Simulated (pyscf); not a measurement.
Structures and frequencies: ωB97X-D3(BJ)/def2-SVP in PySCF. MP2 and CC: frozen core, UHF for open shells. ΔMP2 is the change of the MP2 total energy from the triple- to the quadruple-zeta basis.

Question: For AsH₃ + GaH [singlet] → H₂Ga–AsH₂, an insertion (singlet surface; As–H broken, As–Ga, Ga–H formed), PBE/def2-TZVP gives ΔE‡ = 14.6 kcal/mol and ΔE = -29.9 kcal/mol (zero: the separated reactants). In which direction and how far do r²SCAN/def2-TZVP, ωB97M-D3(BJ)/def2-TZVP, CCSD(T)/def2-TZVPP + ΔMP2(QZVPP) move these?

Answer: r²SCAN: ΔE‡ = 14.5 kcal/mol, ΔE = -35.0 kcal/mol; ωB97M-D3(BJ): ΔE‡ = 29.3 kcal/mol, ΔE = -28.0 kcal/mol; CCSD(T): ΔE‡ = 20.8 kcal/mol, ΔE = -31.8 kcal/mol. PBE's barrier matches one of them and lies within 14.7 kcal/mol of the others. Its reaction energy lies among theirs. On the reactant side the descent ends in an adduct with a As–Ga contact, 9.6 kcal/mol under the separated species and 33.3 kcal/mol under the saddle at ωB97X-D3(BJ)/def2-TZVP. What is counted as formed (As–Ga) is already present as a longer contact in the reactant adduct; forming that adduct is a step of its own. At ωB97X-D3(BJ)/def2-TZVP the barrier from the zero used here is 23.7 kcal/mol. The same reactants have a lower exit, to Ga–AsH₂ [singlet] + H₂ (barrier +11.4 kcal/mol at ωB97M-D3(BJ)/def2-TZVP, against +29.3 kcal/mol here). One saddle was located; it need not be the lowest between these sides. A restricted solution here is unstable towards spin polarisation, so biradical character is likely and single-reference numbers are less safe. The CCSD(T) − MP2 part came from Ansatz, without density fitting, on the same reference. The frozen core leaves the outer d or s,p core shells of the metals and heavy elements correlated in the MP2 and CC values, and def2-TZVPP describes them poorly, which can shift differences by a few kcal/mol. Elements up to Kr have no core potential and no relativistic terms here.
